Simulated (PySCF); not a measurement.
An unknown is described by computed data only.

Elements present: C, F, H and S. Monoisotopic mass: 94.0252 u.

* UV, first state: lowest singlet excitation: 5.51 eV (225 nm, f = 0.007) [TDDFT CAM-B3LYP/def2-SVPD]
* Dipole: 1.57 D [CAM-B3LYP/def2-SVPD]
* Triplet: lowest triplet excitation (Tamm–Dancoff): 5.09 eV [TDA CAM-B3LYP/def2-SVPD]
* Valence photoelectron: vertical ionisation energy: 9.37 eV [ΔSCF CAM-B3LYP/def2-SVPD]
* 13C NMR: chemical shifts (computed TMS as zero) by class: 83.4 (1 C), 41.1 (1 C), 26.7 (1 C) ppm [GIAO PBE0/pcSseg-1]
* UV, strongest line: among the 10 lowest singlet transitions: S10 at 8.80 eV (141 nm, f = 0.094) [TDDFT CAM-B3LYP/def2-SVPD]
* 1H NMR: chemical shifts (computed TMS as zero) by class: 4.39 (2 H), 2.33 (2 H), 1.55 (2 H), 1.46 (1 H) ppm [GIAO PBE0/pcSseg-1]
* Rotational structure: rotational constants A, B, C: 12.781, 1.498, 1.427 GHz [PBE0-D3(BJ)/def2-SVP]

The electronic properties come from PySCF, for the isolated species, density fitting. Levels stand in brackets. Geometry: PBE0-D3(BJ)/def2-SVP, one conformer, isolated molecule. Each NMR value is the plain mean over a class of atoms that symmetry, rotation or inversion makes alike.

Q: Which formula fits the mass and the elements?

A: C3H7FS (calculated 94.0252). No other formula that holds each of these elements comes within 0.0003 u with a fitting electron parity and a possible valence count.

Q: What is the compound? Reason from the data.

A: Numbering: `[F:1][CH2:2][CH2:3][CH2:4][SH:5]`. Its formula, C3H7FS, gives 0 degrees of unsaturation, so no ring and no π bond. 3 carbons fall into 3 classes; from least to most shielded: sp3 C–F carbon [C2] (83.4 ppm), chain CH2 carbon [C3] (41.1 ppm), sp3 carbon bound to sulfur [C4] (26.7 ppm). Hydrogen classes from least to most shielded: 2 H on an sp3 C–F carbon, C2 (4.39 ppm), 2 H on an sp3 carbon bound to sulfur, C4 (2.33 ppm, a mean of values up to 1.2 ppm apart in this geometry), 2 H on a chain CH2 carbon, C3 (1.55 ppm), 1 H on a thiol sulfur, S5 (1.46 ppm). The first electron is taken from the HOMO, whose largest Löwdin shares are 0.75 on the thiol sulfur, 0.10 on the sp3 carbon bound to sulfur and 0.06 on the S–H hydrogen. The optimised geometry has point group C1 and is an asymmetric top. Structure: `FCCCS`. The assignments are read from this structure; whether some other isomer fits the data as well wasn't checked.

Conformer computed: `[F:1][CH2:2][CH2:3][CH2:4][SH:5]`: F1–C2–C3–C4 -60°, C2–C3–C4–S5 -179°, H–S5–C4–C3 -66°.
